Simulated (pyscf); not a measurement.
# Addition: O=W(=O)(OH)–OH + H• → [O=W(OH)(OH)–OH]•

Gas phase, doublet surface, charge 0. Bonds broken: none. Bonds formed: O1–H6. Structures and frequencies: ωB97X-D3(BJ)/def2-SVP in PySCF.

Transition state (Å):

```xyz
8

O      1.7371     0.0909    -1.1144
W      0.1346     0.4849    -0.3739
O     -0.2041     2.2647    -0.9116
O     -0.9705    -0.6284    -1.0132
O     -0.3060     0.6457     1.4755
H      1.6229    -0.2725     0.3075
H     -1.2358     0.7001     1.7379
H     -0.7172     2.5590    -1.6732
```

One imaginary mode, 757i cm⁻¹; descent along it reached the two sides named.

```csv
bond,change,reactant side (Å),saddle,product side
O1–H6,forms,4.7,1.472,0.965
```

Electronic energies relative to the separated reactants (kJ/mol):

```json
[
 {"level": "ωB97X-D3(BJ)/def2-TZVP", "barrier": "33.7", "reaction energy": "-157.2", "reverse barrier": "190.9"},
 {"level": "PBE/def2-TZVP", "barrier": "16.2", "reaction energy": "-127.5", "reverse barrier": "143.6"},
 {"level": "r²SCAN/def2-TZVP", "barrier": "16.2", "reaction energy": "-140.6", "reverse barrier": "156.8"},
 {"level": "B3LYP-D3(BJ)/def2-TZVP", "barrier": "20.6", "reaction energy": "-155.7", "reverse barrier": "176.3"},
 {"level": "PBE0-D3(BJ)/def2-TZVP", "barrier": "25.3", "reaction energy": "-153.0", "reverse barrier": "178.2"},
 {"level": "M06-2X/def2-TZVP", "barrier": "38.4", "reaction energy": "-178.6", "reverse barrier": "217.0"},
 {"level": "ωB97M-D3(BJ)/def2-TZVP", "barrier": "34.0", "reaction energy": "-165.4", "reverse barrier": "199.4"},
 {"level": "HF/def2-TZVP", "barrier": "92.2", "reaction energy": "-183.6", "reverse barrier": "275.8"}
]
```

With ωB97M-D3(BJ)/def2-TZVP energies and thermal terms (ideal gas, 1 atm, RRHO with modes under 100 cm⁻¹ raised to 100, one conformer, R ln 2 for chiral ones without a mode under 150 cm⁻¹), in kJ/mol:

```
T (K)   ΔH‡    ΔG‡      ΔH      ΔG
-----  ----  -----  ------  ------
298    39.8   71.0  -141.3  -111.8
600    36.2  104.0  -144.0   -80.7
900    33.6  138.6  -145.6   -48.7
1200   31.5  173.9  -146.7   -16.2
```

At the saddle there is also a short H–W contact that neither side keeps, so another atom assists the step. This saddle turned up in a search for another step; its sides and bond changes are read from the two ends of the descent. This is the saddle that the search found; another between the same sides may lie lower. Open-shell species with a d-block atom are single-reference here; other states, and whether the spin sits on metal or ligand, were not checked. Elements past Kr carry the def2 core potentials, without spin-orbit coupling.
